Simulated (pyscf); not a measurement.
One four-centre exchange on the singlet surface with elements of a group swapped. ωB97M-D3(BJ)/def2-TZVP, eV, from the separated reactants. Optimised with ωB97X-D3(BJ)/def2-SVP in PySCF.

```tsv
step	barrier	reaction energy	imaginary mode (i cm⁻¹)
`[AlH2][Cl]` + `[NH3]` → `[NH2][AlH][Cl]` + `[H][H]`	0.06	-0.82	1295
`[Cl][GaH2]` + `[NH3]` → `[NH2][GaH][Cl]` + `[H][H]`	___	___	1379
```

### Question
What belongs in the gaps?

### Answer

- `[Cl][GaH2]` + `[NH3]` → `[NH2][GaH][Cl]` + `[H][H]`, barrier: 0.76
- `[Cl][GaH2]` + `[NH3]` → `[NH2][GaH][Cl]` + `[H][H]`, reaction energy: -0.26

Row 1: On the reactant side the descent ends in an adduct with a Al–N contact, 1.49 eV under the separated species and 1.49 eV under the saddle at ωB97X-D3(BJ)/def2-TZVP. Row 2: On the reactant side the descent ends in an adduct with a Ga–N contact, 1.22 eV under the separated species and 1.89 eV under the saddle at ωB97X-D3(BJ)/def2-TZVP. Each row is the saddle that its search found. Elements up to Kr have no core potential and no relativistic terms here.
